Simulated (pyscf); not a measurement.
Homolytic dissociation enthalpies at 298 K of Ge–H, H–Si, H–Sn bonds in 7 gas-phase molecules, in eV. PySCF, gas phase, ωB97X-D3(BJ)/def2-SVP geometries. Both columns use the same structures and thermal terms. Rows were drawn at random from the closed-shell molecules with such a bond whose radicals are computed, keep their shape and have no isomer in the data more than 5 kcal/mol lower.

| row | molecule | radicals | r²SCAN/def2-TZVP | ωB97M-D3(BJ)/def2-TZVP |
|---|---|---|---|---|
| 1 | H₃Si–N(SiH₃)–SiH₃ | •H₂Si–N(SiH₃)–SiH₃ + H• | 3.75 | ? |
| 2 | H₂N–GeH(NH₂)–NH₂ | H₂N–Ge•(NH₂)–NH₂ + H• | 3.37 | 3.56 |
| 3 | H₃Si–GeH₂–GeH₂–SiH₃ | H₃Si–GeH•–GeH₂–SiH₃ + H• | 3.34 | 3.44 |
| 4 | H₃Si–SiH(SiH₃)–GeH₃ | H₃Si–Si•(SiH₃)–GeH₃ + H• | 3.47 | 3.68 |
| 5 | F–SiH(F)–O–SiH₃ | F–SiH(F)–O–SiH₂• + H• | 3.83 | 4.06 |
| 6 | H₃Sn–SnH₂–SnH₃ | H₃Sn–SnH•–SnH₃ + H• | 2.95 | 3.08 |
| 7 | H₃C–CH(CH₃)–SnH(NH₂)–NH₂ | H₃C–CH(CH₃)–Sn•(NH₂)–NH₂ + H• | 2.81 | 3.05 |

### Question
Fit a line that carries the r²SCAN values to the last column and predict row 1.

### Answer
In the 6 complete rows the last column lies 0.10 to 0.24 eV from r²SCAN (mean 0.18, median 0.20). Least squares gives y = 0.08 + 1.03·x with residuals of 0.05 eV (root mean square). For row 1: 0.08 + 1.03 × 3.75 = 3.94 eV. The computed value is 3.98 eV, 0.04 over the line. Elements up to Kr have no core potential and no relativistic terms here. Elements past Kr carry the def2 core potentials, without spin-orbit coupling.
